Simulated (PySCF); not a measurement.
Molecule (SMILES): N#N (N2).
Geometry (B3LYP-D3(BJ)/def2-TZVP, fixed):
```xyz
2

N      0.0000     0.0000    -0.5454
N      0.0000     0.0000     0.5454
```
Charge 0, spin multiplicity 1.

How fast the isotropic shielding of N1 converges with the basis for several methods (PySCF): deviation from each method's own reference, in ppm. References: HF -105.63 ppm, the value in pcSseg-3; PBE -81.49 ppm, the value in pcSseg-3; PBE0 -88.90 ppm, the value in pcSseg-3. All functions are spherical. No added dispersion term, no relativity. GIAO; atoms are numbered in the order shown.

| basis | functions | HF | PBE | PBE0 |
|---|---|---|---|---|
| STO-3G | 10 | 123.83 | 124.81 | 125.89 |
| pcseg-0 | 18 | 21.67 | 44.59 | 40.23 |
| pcSseg-1 | 34 | -3.44 | -1.07 | -0.86 |
| 6-31+G* | 36 | 41.40 | 50.89 | 48.34 |
| aug-cc-pVDZ | 46 | 34.12 | 43.50 | 41.01 |
| aug-pcseg-1 | 46 | 20.74 | 32.97 | 29.91 |
| 6-311++G(2d,2p) | 54 | 9.45 | 15.64 | 14.40 |
| pcseg-2 | 60 | -1.81 | 6.36 | 4.46 |
| pcSseg-2 | 72 | 1.72 | 0.65 | 0.94 |
| cc-pCVTZ | 86 | 6.02 | 3.95 | 4.69 |
| aug-cc-pVTZ | 92 | 9.32 | 15.80 | 14.30 |
| cc-pCVQZ | 168 | 2.38 | 1.32 | 1.66 |

Mean absolute deviation over 6-311++G(2d,2p), pcseg-2, pcSseg-2, cc-pCVTZ, aug-cc-pVTZ: HF 5.66, PBE0 7.76, PBE 8.48 ppm.
